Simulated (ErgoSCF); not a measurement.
# [BH4]− (SMILES [H][B-]([H])([H])[H]) at UHF/4-31G

Aim: the energy change on altering one bond length of [BH4]− at UHF/4-31G, from 2 runs. 

The results are computed with ErgoSCF 3.8.

6 further runs of the same task are left out: 5 that didn't finish, 1 set aside as unsound or not needed.

**1. The structure to begin with**

The species is [BH4]− (5 atoms), meant as a singlet with charge -1. As SMILES, `[H][B-]([H])([H])[H]`. The coordinates come from a GFN2-xTB relaxation.

Bond lengths: B1–H2 1.229 Å, B1–H3 1.229 Å, B1–H4 1.229 Å, B1–H5 1.229 Å. Angles: H2–B1–H3 109.5°, H2–B1–H4 109.5°, H2–B1–H5 109.5°, H3–B1–H4 109.5°, H3–B1–H5 109.5°, H4–B1–H5 109.5°.

**2. The energy at UHF/4-31G**

input.xyz

```xyz
5

B      0.000000    -0.000190    -0.000050
H      0.011880    -0.020580     1.229120
H      1.154650     0.011840    -0.420810
H     -0.587600     1.007810    -0.387560
H     -0.578930    -0.998880    -0.420690
```

The run is started by

```
$ ergo -m input.xyz -e 'set_nthreads("env")' -e 'scf.max_number_of_iterations = 100' -e 'tmpdir = "."' -e 'scf.force_unrestricted = 1' -e 'charge = -1' -e 'scf.starting_guess_disturbance = 0.05' -e 'scf.output_mulliken_pop = 1' -e 'basis = "4-31G"' -e 'run "HF"'
```

Log:

```text
[...]
INSC SCF_general constructor, number of basis functions: 17
[...]
INSC Energy   1 =        -13.69279822260
[...]
INDE PURIFICATION CONVERGED after 20 iterations
[...]
INDE PURIFICATION CONVERGED after 20 iterations
[...]
INDE PURIFICATION CONVERGED after 20 iterations
[...]
INDE E(LUMO) - E(HOMO) <=          0.74952582157 =         20.39563672968 eV
[...]
INSC Energy  12 =        -26.92438746787  ( diff     -0.000000000006558 )
[...]
RESC CONVERGED after  12 iterations.
RESC FINAL ENERGY:        -26.92438746787
RESC FINAL <S2> =          0.00000000000
[...]
INSC SCF: dipole_moment_x [atomic units] =       0.00003148
INSC SCF: dipole_moment_y [atomic units] =      -0.00066119
INSC SCF: dipole_moment_z [atomic units] =      -0.00038591
[...]
```

Run time: 2.1 s. Hardware: 1 thread of Intel Xeon at 2.50GHz (Skylake/Cascade Lake), shared host.

**3. The distorted shape, same level**

mol.xyz

```xyz
5

B      0.293777    -0.504151     0.193690
H      0.305657    -0.524541     1.422860
H      1.448427    -0.492121    -0.227070
H     -0.587600     1.007810    -0.387560
H     -0.285153    -1.502841    -0.226950
```

The run is started by

```
$ ergo -m mol.xyz -e 'set_nthreads(1)' -e 'tmpdir = "."' -e 'scf.output_mulliken_pop = 1' -e 'basis = "4-31G"' -e 'scf.force_unrestricted = 1' -e 'scf.max_number_of_iterations = 100' -e 'scf.starting_guess_disturbance = 0.05' -e 'charge = -1' -e 'run "HF"'
```

Log:

```text
[...]
INSC SCF_general constructor, number of basis functions: 17
[...]
INSC Energy   1 =        -13.45175558586
[...]
INDE PURIFICATION CONVERGED after 23 iterations
[...]
INDE PURIFICATION CONVERGED after 23 iterations
[...]
INDE PURIFICATION CONVERGED after 22 iterations
[...]
INDE E(LUMO) - E(HOMO) <=          0.63006894747 =         17.14504957321 eV
[...]
INSC Energy  14 =        -26.87511244447  ( diff     -0.000000000039947 )
[...]
RESC CONVERGED after  14 iterations.
RESC FINAL ENERGY:        -26.87511244447
RESC FINAL <S2> =          0.00000000000
[...]
INSC SCF: dipole_moment_x [atomic units] =      -0.06492232
INSC SCF: dipole_moment_y [atomic units] =       0.11088133
INSC SCF: dipole_moment_z [atomic units] =      -0.04318498
[...]
```

Wall time 3.3 s (1 thread of Intel Xeon at 2.50GHz (Skylake/Cascade Lake), shared host).

**4. Summary of results**

Level: UHF/4-31G.

| quantity | value |
| --- | --- |
| first shape: total energy | -26.92439 Eh |
| distorted shape: total energy | -26.87511 Eh |
| energy change with the B1–H4 bond stretched from 1.229 to 1.844 Å | 1.341 eV |

With the B1–H4 bond stretched from 1.229 to 1.844 Å the energy rises by 1.34 eV (31 kcal/mol). The first shape isn't relaxed at this level, so the change isn't measured from a minimum. Mulliken charges (first shape) run from -0.28 on H4 to +0.12 on B1; they depend strongly on the basis. Mulliken charges (distorted shape) run from -0.47 on H4 to +0.21 on B1.
